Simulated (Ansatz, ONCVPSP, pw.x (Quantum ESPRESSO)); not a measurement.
tantalum: one change to the ONCV potential, in the atom and in the fcc crystal

| Quantity | Value |
| --- | --- |
| Element | tantalum |
| Generator | ONCVPSP 4.0.1 |
| Type | optimised norm-conserving Vanderbilt (ONCV) |
| Functional | LDA (Perdew-Wang 92) |
| Relativity | scalar-relativistic |
| Frozen core | [Kr] 4d10 4f14 |
| Valence charge | 13 |
| Reference configuration | 5s2 5p6 5d3 6s2 |
| Partial waves | 5s+6s: rc 1.55 bohr, ncon 4, nbas 8, qcut 8.5 1/bohr, 2 projectors; 5p: rc 1.90 bohr, ncon 3, nbas 6, qcut 8.4 1/bohr, 2 projectors, debl 1.3 Ha; 5d: rc 2.55 bohr, ncon 4, nbas 8, qcut 6.5 1/bohr, 2 projectors, debl 3.8 Ha |
| Local potential | polynomial inside 1.55 bohr (lpopt 5, dvloc0 4 Ha) |
| Core correction | none |

In the p channel the program set the typed energies aside and used -1.454, 0.250 Ha.

Change: all radii scaled by about 1.20 (s 1.86, p 2.28, d 3.06 bohr); local potential polynomial inside 1.86 bohr (lpopt 5, dvloc0 4 Ha).

Cutoffs, loose and tight: the cutoffs (Ha) at which the residual kinetic energy of the hardest occupied pseudo-wave falls to 1 and 0.1 mHa per electron. They do not see the model core or the augmentation charge, which bear on the density cutoff. Test errors are all-electron minus pseudo excitation energies from the reference, over the configurations 5s2 5p6 5d3 6s1; 5s2 5p6 5d3 6s0; 5s2 5p6 5d2 6s0; 5s2 5p6 5d4 6s0; variants that change the core or the reference have their own tests.

Crystal test: fcc Ta in pw.x 7.5, no spin, 14³ k-points, Fermi–Dirac smearing 0.01 Ry, cutoffs set for each file from its atomic test. The reference is all-electron LAPW (Ansatz 0.2.0) with the same functional, mesh and smearing; V0 and B0 come from Birch–Murnaghan fits to the pressures at five volumes. Errors are pseudo minus all-electron; Δ is the rms difference of the E(V) curves that follow from these fits, minima aligned, over ±6 % about the mean V0. Mesh and smearing are coarse, so the numbers serve the comparison and aren't converged zero-temperature values; the lattice is a test structure that the element need not adopt.

All-electron: a0 = 4.141 Å (V0 = 17.76 Å³/atom), B0 = 207.3 GPa.

Q: Does the change bring the crystal closer to the all-electron result?

A: The mean pressure error goes from -2.84 to -1.18 GPa, so the change moves the solid closer to the all-electron pressures.

```csv
quantity,base,changed
outcome (atom),"generated, projector energies reset by the program","generated, projector energies reset by the program"
"cutoff, loose (atom)",25 Ha,21 Ha
"cutoff, tight (atom)",29 Ha,25 Ha
bound ghosts (atom),none,none
largest test error (meV) (atom),-9.1,-9.8
cutoffs in pw.x (Ry),70/280,60/240
a0 (Å),4.122,4.133
a0 error (%),-0.47,-0.19
B0 error (%),-0.4,-0.9
Δ (meV/atom),11.4,4.7
mean pressure error (GPa),-2.84,-1.18
```

Changed file: The largest radius (3.06 bohr) exceeds half the bond length (2.77 bohr), so the spheres overlap, which is one possible source of error among others.
